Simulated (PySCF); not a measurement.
Ligands exchanged one at a time, Al F-NH2. Gas-phase values, no solvent. Strings in code marks are SMILES.

The S1 excitation (TDA) from two functionals at the same geometries (B3LYP-D3(BJ)/def2-TZVP), both in PySCF: PBE-D3(BJ)/def2-TZVP and B3LYP-D3(BJ)/def2-TZVP. B3LYP has the VWN-RPA correlation part, as in Gaussian. Excitations are Tamm–Dancoff values on a coarser integration grid. The basis has no diffuse functions, so Rydberg states are missing or too high.

```tsv
species	PBE-D3(BJ)/def2-TZVP (eV)
0 of 3 F replaced by NH2 (`[F][Al]([F])[F]`)	7.28
1 of 3 F replaced by NH2 (`[F][Al]([NH2])[F]`)	5.19
2 of 3 F replaced by NH2 (`[NH2][Al]([NH2])[F]`)	4.93
3 of 3 F replaced by NH2 (`[NH2][Al]([NH2])[NH2]`)	4.85
```

Task: What does B3LYP-D3(BJ)/def2-TZVP give for each?

Result: 
- 0 of 3 F replaced by NH2 (`[F][Al]([F])[F]`): 8.12
- 1 of 3 F replaced by NH2 (`[F][Al]([NH2])[F]`): 5.64
- 2 of 3 F replaced by NH2 (`[NH2][Al]([NH2])[F]`): 5.40
- 3 of 3 F replaced by NH2 (`[NH2][Al]([NH2])[NH2]`): 5.40
Over these rows, drawn at random from the members with no instability flagged (it was tested for open shells, ions and some series alone), PBE minus B3LYP-D3(BJ): mean -0.58 eV, from -0.84 eV to -0.45 eV.
